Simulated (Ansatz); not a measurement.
A calculation with Ansatz (development build ahead of 0.2.0).

```yaml
crystal:
  periodic: [false, false, false]
  atoms:
    - { symbol: B, position_ang: [0.0, 0.0, -1.2095] }
    - { symbol: Al, position_ang: [0.0, 0.0, 1.2095] }
basis:
  gaussian: { orbitals: "6-31G" }
magnetization:
  initial_magnetization: 2
hamiltonian:
  xc: hf
correlation:
  method: ccsd_t
  frozen_orbitals: { Al: 5, B: 1 }
```

The input is written out in the form of the current development build from the run's settings. Correlation on restricted open-shell orbitals is semicanonical, with singles.

Output:

```json
{
  "Converged": "yes",
  "Reference energy": "-266.41012 hartree",
  "Correlation energy": "-0.08472 hartree",
  "Total energy": "-266.49484 hartree"
}
```
